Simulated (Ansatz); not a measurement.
fcc Pd, relaxed in Ansatz (plane waves) with several semilocal functionals. Each gives its own volume and its own elastic constant C11:

```csv
level,V0 (Å³/atom),elastic constant C11 (GPa),ln V0,ln C11
LDA,14.152,270.7,2.6499,5.6010
r²SCAN,14.925,212.6,2.7030,5.3594
PBE,15.325,199.1,2.7295,5.2938
```

**Question.** Fit a straight line to ln C11 against ln V0. What does it predict for PBEsol, whose volume is 14.553 Å³/atom?

**Answer.** With x = ln V0 and y = ln C11: means 2.69413 and 5.41807; Σ(Δx Δy) = -0.01301, Σ(Δx²) = 0.003286, so the slope is -3.96. At x = 2.6778 the line gives y = 5.41807 + (-3.96) × (2.6778 − 2.69413) = 5.4827, or 240.5 GPa. The run with PBEsol gives 242.9 GPa, +1.0 % from the line. The rows used scatter about it by up to 2.3 %, while the largest value lies 36 % above the smallest.

Measured: 234 GPa (measured, 0 K, extrapolated to 0 K; zero-point effects included; as tabulated in Malica and Corso (2021), arXiv:2109.00459).

The crystal itself was run without spin with r²SCAN; a magnetic state was not tried in these runs.

Ansatz's density-functional and Hartree–Fock values are scalar-relativistic unless marked +SOC, with PAW data made under PBE.

Ansatz is a first-principles code.
